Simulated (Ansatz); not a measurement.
A made-up structure of Si2NH6 (charge -1), singlet:

```xyz
9
angstrom
N 0.3064 0.5132 0.0131
Si -1.0259 0.7817 -1.1251
Si -0.2217 -1.2660 1.4447
H -2.0706 -0.1726 -1.0058
H -0.6934 0.9572 -2.4944
H 0.4481 1.3916 0.5118
H 1.1305 0.4952 -0.5878
H 0.4696 -2.3211 0.5688
H 0.9809 -1.0203 2.3645
```

It is relaxed with PBE-D4/def2-SVPD and then PBE0-D4/def2-TZVPD (Ansatz 0.2.0). Atoms count as bonded within 1.22 times the sum of their covalent radii (H–H: 0.88 Å). The end point is not checked to be a true minimum.

(1) Does its bonding change? (A judgement: the text doesn't fix the answer.)

Answers

(1) Computed: Yes. Formed: N1–Si3; broken: none.

Where it ends: The first stage lowers the energy by 1.82 eV in 11 steps. It ends as Si₂NH₆ ([SiH2][NH2][SiH2]), total charge -1:
```json
{"atom": "N1", "x (Å)": "0.1508", "y (Å)": "0.3822", "z (Å)": "0.1164"}
{"atom": "Si2", "x (Å)": "-1.3736", "y (Å)": "0.8495", "z (Å)": "-0.9787"}
{"atom": "Si3", "x (Å)": "-0.1151", "y (Å)": "-0.8414", "z (Å)": "1.5936"}
{"atom": "H4", "x (Å)": "-1.5572", "y (Å)": "-0.5801", "z (Å)": "-1.4939"}
{"atom": "H5", "x (Å)": "-0.4829", "y (Å)": "1.2529", "z (Å)": "-2.1786"}
{"atom": "H6", "x (Å)": "0.4766", "y (Å)": "1.2503", "z (Å)": "0.5296"}
{"atom": "H7", "x (Å)": "0.9071", "y (Å)": "0.0433", "z (Å)": "-0.4669"}
{"atom": "H8", "x (Å)": "-0.0853", "y (Å)": "-2.0735", "z (Å)": "0.6837"}
{"atom": "H9", "x (Å)": "1.4036", "y (Å)": "-0.9243", "z (Å)": "1.8844"}
```

Labels in which every atom is bracketed show which atoms are joined, not bond orders.

For scale, one of the runs: PBE0-D4/def2-TZVPD relaxation, 177 basis functions, launched by `ansatz run in.yaml --threads 2 --pin off --events-out ev --progress --plain --max-ram 4352MiB`. The run took about 42 s on 2 CPU threads of an Intel Xeon Platinum 8488C (shared host).
